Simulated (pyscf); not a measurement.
PySCF, gas phase, ωB97X-D3(BJ)/def2-SVP geometries.

**Question.** For AuH + water (H₂O) → HO–Au + hydrogen (H₂), a four-centre exchange (singlet surface; Au–H, H–O broken, Au–O, H–H formed), PBE/def2-TZVP gives ΔE‡ = 54.9 kcal/mol and ΔE = +31.7 kcal/mol (zero: the separated reactants). In which direction and how far do r²SCAN/def2-TZVP, B3LYP-D3(BJ)/def2-TZVP, ωB97M-D3(BJ)/def2-TZVP move these?

**Answer.** r²SCAN: ΔE‡ = 58.0 kcal/mol, ΔE = +32.0 kcal/mol; B3LYP-D3(BJ): ΔE‡ = 57.1 kcal/mol, ΔE = +31.7 kcal/mol; ωB97M-D3(BJ): ΔE‡ = 55.9 kcal/mol, ΔE = +32.3 kcal/mol. PBE's barrier lies under all of them, by 1.0 to 3.2 kcal/mol. Its reaction energy matches one of them and lies within 0.6 kcal/mol of the others. On the reactant side the descent ends in a bound adduct (not fully relaxed), 19.2 kcal/mol under the separated species and 73.9 kcal/mol under the saddle at ωB97X-D3(BJ)/def2-TZVP. The products may also form a dative adduct at HO–Au; it and routes through it were not searched. This is the saddle that the search found; another between the same sides may lie lower. Elements past Kr carry the def2 core potentials, without spin-orbit coupling.
